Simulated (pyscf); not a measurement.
GaH₃ (SMILES [GaH3]) + HCl (SMILES Cl) → Cl–GaH₂ (SMILES [Cl][GaH2]) + H₂ (SMILES [H][H]) (four-centre exchange; singlet surface; Ga–H, Cl–H broken, Cl–Ga, H–H formed). Single points on ωB97X-D3(BJ)/def2-SVP structures (PySCF, gas phase). Rate constants from transition-state theory, ωB97M-D3(BJ)/def2-TZVP energies (ideal gas, 1 atm, RRHO with modes under 100 cm⁻¹ raised to 100, one conformer, R ln 2 for chiral ones without a mode under 150 cm⁻¹; no tunnelling), k in cm³ molecule⁻¹ s⁻¹.

```csv
T (K),1000/T,log10 k
298,3.354,-15.42
600,1.667,-13.69
900,1.111,?
1200,0.833,-12.53
```

Fit an Arrhenius line to the three values, give the activation energy, and predict k at 900 K.

Least squares gives log10 k = -11.68 − 1.13 × 1000/T, so Ea = 1.13 × ln 10 × 1.987 = 5.2 kcal/mol, against an electronic barrier of 3.5. At 900 K the line gives -12.94; the computed value is -12.98 (ΔG‡ = 30.2 kcal/mol), close to the line. On the reactant side the descent ends in a complex, 7.4 kcal/mol under the separated species and 8.3 kcal/mol under the saddle at ωB97X-D3(BJ)/def2-TZVP. At ωB97X-D3(BJ)/def2-TZVP the barrier from the zero used here is 1.0 kcal/mol. This is the saddle that the search found; another between the same sides may lie lower. Elements up to Kr have no core potential and no relativistic terms here.
